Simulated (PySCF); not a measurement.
**Dipole moment and polarisability of chlorotrifluoroethylene**

Compound: chlorotrifluoroethylene, C2ClF3.
Numbering: `[F:1][C:2]([F:3])=[C:4]([F:5])[Cl:6]`

Cartesian coordinates in Å at the GFN2-xTB level; atoms count from 1:
```xyz
6
C2ClF3 angstrom
F      0.583   -0.716    1.582
C      0.210    0.136    0.642
F      0.273    1.385    1.068
C     -0.182   -0.210   -0.582
F     -0.220   -1.493   -0.943
Cl    -0.661    0.901   -1.788
```

Level: PBE0/def2-SVPD (PySCF), static field, nuclei fixed, core orbitals frozen in the response. The polarisability tensor in these axes (au):

```
x   32.25 -1.59  8.03
y   -1.59 40.90 -2.50
z    8.03 -2.50 52.68
```

**Question.** What are the eigenvalues, a third of the trace, and Δα (Δα² = ½Σ(αi − αj)² over the three pairs)?

**Answer.** Principal values 29.43, 40.39 and 56.00 au; mean 41.94 au = 6.22 Å³ = 6.92 × 10⁻⁴⁰ C²·m²/J; Δα = 23.13 au (55 % of the mean).

**Question.** What is the dipole moment, and where does it point?

**Answer.** (-0.09, 0.39, -0.20) D, 0.45 D in size, pointing from the negative to the positive side. Measured along this direction, the outermost atoms are F1 at the negative end and Cl6 at the positive end.

**Question.** Orientational against electronic polarisability at 500 K (dilute gas, rigid molecules)?

**Answer.** In Gaussian units μ²/3kT = 0.98 Å³ against 6.22 Å³, a ratio of 0.16; the Debye molar polarisation (4π/3)N_A(α + μ²/3kT) is 18.2 cm³/mol, leaving out the vibrational part.

**Question.** Along which axes do the principal values lie, and how far do the nuclei extend along each?

**Answer.** Largest value along (0.33, -0.19, 0.93), where the nuclei span 3.83 Å; middle along (0.00, 0.98, 0.20), 3.22 Å; least along (0.95, 0.06, -0.32), 0.00 Å. The response follows the extents in order.

**Question.** What molar refraction does this α imply?

**Answer.** Lorentz–Lorenz: R = (4π/3)N_A α = 2.5225 cm³/(mol·Å³) × 6.22 Å³ = 15.7 cm³/mol, in the limit of long wavelengths.

**Question.** Find the Langevin capture rate constant for H3+ (3.023 u) meeting this molecule (115.964 u), k = 2.342 × 10⁻⁹ cm³/s × √(α in Å³ / reduced mass in u).

**Answer.** The reduced mass is 2.95 u, so k = 3.40 × 10⁻⁹ cm³/s. The formula leaves out the permanent dipole, which adds to the capture rate.

Geometry: GFN2-xTB; no solvent, vibrations or thermal averaging.
